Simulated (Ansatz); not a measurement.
The input, for Ansatz 0.2.0:

```yaml
crystal:
  periodic: [false, false, false]
  atoms:
    - {symbol: Si, position_ang: [0.000000, -0.104364, 1.571806]}
    - {symbol: As, position_ang: [0.000000, 0.022917, -0.620554]}
    - {symbol: H, position_ang: [0.000000, 1.204585, 2.329445]}
basis:
  gaussian: {orbitals: cc-pVDZ}
total_charge: 1
magnetization: {spin_polarized: false, initial_magnetization: 3}
correlation: {method: ccsdtq, electrons: outside_noble_gas}
```

```sh
$ ansatz run in.yaml --threads 2 --pin off --events-out ev --progress --plain --max-ram 24576MiB --backend cuda --devices 0, --max-vram 18GiB
```

The program prints:

```
963 factors; integrals over basis functions are off by at most 1.7e-7 eV
mean field evaluation 1: about -68662.9425 eV, gradient 7.2e0 eV
mean field evaluation 2: about -68662.9461 eV, gradient 7.2e0 eV
mean field evaluation 4: about -68663.5697 eV, gradient 7.2e-1 eV
mean field evaluation 8: about -68663.5866 eV, gradient 2.2e-3 eV
mean field evaluation 16: about -68663.5826 eV, gradient 1.3e-1 eV
mean field evaluation 32: about -68661.5829 eV, gradient 1.9e-1 eV
mean field evaluation 64: about -68659.1385 eV, gradient 8.7e0 eV
mean field evaluation 96: about -68661.5821 eV, gradient 7.5e-4 eV
mean field -68663.58657533 eV, -2523.3402647930 hartree, gradient 3.9e-6 eV, S^2 3.750000; 4 other end points of the search recorded, 0 dependent functions left out
mean field evaluation 128: about -68663.7169 eV, gradient 1.7e-1 eV
determinant -68663.58657533 eV, -2523.3402647930 hartree, with singles and doubles -68667.92696107 eV, -2523.4997710265 hartree
determinant -68661.58214102 eV, -2523.2666031905 hartree, with singles and doubles -68666.29399310 eV, -2523.4397605608 hartree
determinant -68661.17270858 eV, -2523.2515568261 hartree, with singles and doubles -68665.93035596 eV, -2523.4263971424 hartree
19 core orbitals not correlated: weight in the atoms' cores, before any rotation towards them, 1.000 or more for the frozen orbitals, at most 0.000 for the correlated occupied ones
reference -68663.58657533 eV, -2523.3402647930 hartree; 6, 3 occupied and 25, 28 virtual orbitals, 963 factors
second order -3.40082044 eV of doubles, -0.07581763 eV of singles
cycle   1  -4.07204285 eV  change   -5.9e-1 eV  update   8.0e-2
cycle   2  -4.41798760 eV  change   -3.5e-1 eV  update   3.9e-2
cycle   3  -4.51117658 eV  change   -9.3e-2 eV  update   2.5e-2
cycle   4  -4.51869042 eV  change   -7.5e-3 eV  update   1.3e-2
cycle   5  -4.52955367 eV  change   -1.1e-2 eV  update   7.3e-3
cycle   6  -4.53209386 eV  change   -2.5e-3 eV  update   4.3e-3
cycle   7  -4.52850008 eV  change    3.6e-3 eV  update   2.6e-3
cycle   8  -4.53098298 eV  change   -2.5e-3 eV  update   1.5e-3
cycle   9  -4.53242549 eV  change   -1.4e-3 eV  update   7.3e-4
cycle  10  -4.53160744 eV  change    8.2e-4 eV  update   4.0e-4
cycle  11  -4.53176217 eV  change   -1.5e-4 eV  update   1.9e-4
cycle  12  -4.53176712 eV  change   -5.0e-6 eV  update   9.0e-5
cycle  13  -4.53181078 eV  change   -4.4e-5 eV  update   5.6e-5
cycle  14  -4.53184771 eV  change   -3.7e-5 eV  update   2.8e-5
cycle  15  -4.53183885 eV  change    8.9e-6 eV  update   1.5e-5
cycle  16  -4.53183014 eV  change    8.7e-6 eV  update   8.3e-6
cycle  17  -4.53182702 eV  change    3.1e-6 eV  update   4.2e-6
cycle  18  -4.53182559 eV  change    1.4e-6 eV  update   2.3e-6
cycle  19  -4.53182653 eV  change   -9.4e-7 eV  update   1.3e-6
cycle  20  -4.53182721 eV  change   -6.8e-7 eV  update   6.3e-7
Total energy: -68668.11840254 eV, -2523.5068063710 hartree
```

Ran on 2 threads of AMD EPYC 7R13 with a shared H100 80 GB, shared host: 32 s wall, 0.85 GiB peak host memory.
